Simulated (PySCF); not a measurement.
# BS, CCSD: how much the basis matters

PySCF, ROHF reference; doublet, unpaired electrons σ ↑; De to B + S without counterpoise correction. Frozen cores follow the default of each basis and core potential.

```json
{"basis": "STO-3G", "relativity": "no relativity", "functions": "14", "Re (Å)": "1.576", "ωe (cm⁻¹)": "1421", "De (eV)": "n/a", "frozen orbitals": "6"}
{"basis": "def2-SVP", "relativity": "no relativity", "functions": "32", "Re (Å)": "1.617", "ωe (cm⁻¹)": "1235", "De (eV)": "5.32", "frozen orbitals": "6"}
{"basis": "def2-SVPD", "relativity": "no relativity", "functions": "47", "Re (Å)": "1.623", "ωe (cm⁻¹)": "1212", "De (eV)": "5.22", "frozen orbitals": "6"}
{"basis": "x2c-TZVPPall", "relativity": "spin-free X2C", "functions": "73", "Re (Å)": "1.611", "ωe (cm⁻¹)": "1206", "De (eV)": "5.30", "frozen orbitals": "6"}
```

(1) How does each smaller set differ from the one with most functions, x2c-TZVPPall?

Correlated steps freeze 6 core orbitals. Correlated levels converge slowly with the basis: in double zeta they bind strong bonds too weakly, by up to about 1 eV, and carry superposition errors of some tenths. The CCSD T1 diagnostic is raised in BS, a sign that a single reference may not be enough there. STO-3G is very small, so such numbers show the basis as much as the molecule. The state was picked by a PBE0 search and need not be the measured ground state.

## Answers

(1) STO-3G: -3.5 pm, +17.8 % in ωe; def2-SVP: +0.6 pm, +2.4 % in ωe, +0.02 eV in De; def2-SVPD: +1.2 pm, +0.5 % in ωe, -0.08 eV in De. All at CCSD; the set with most functions is neither the basis-set limit nor always the best. The rows treat relativity differently, so the differences are not basis effects alone.
